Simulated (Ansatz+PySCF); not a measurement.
The numbers below are computed, except where a source is named.
## Several solutions for doublet NO

```csv
atom,x (Å),y (Å),z (Å)
N,0.0000,0.0000,-1.0053
O,0.0000,0.0000,0.8796
```

Basis set: STO-3G (spherical functions). Charge 0, multiplicity 2.

PBE0 (unrestricted) was run from several starts with Ansatz (development build ahead of 0.2.0) and PySCF 2.14.0.

| run | program | start | converged | energy (hartree) | <S²> |
| --- | --- | --- | --- | --- | --- |
| A | PySCF | program defaults | yes | -127.85910 | 2.10 |
| B | Ansatz | atomic start, no search | yes | -127.82108 | 1.93 |
| C | Ansatz | search for the lowest state | yes | -127.85910 | 2.10 |

(1) Which runs reached the lowest solution of this kind, and what is wrong with the others?

## Answers

(1) A, C reached the lowest solution found. Converged but too high: B by 1.03 eV. Convergence only shows a stationary point, and even a stable one can lie too high; stability tests and further starts are what find lower ones. Caution: the unrestricted determinant is a mixture of spin states.
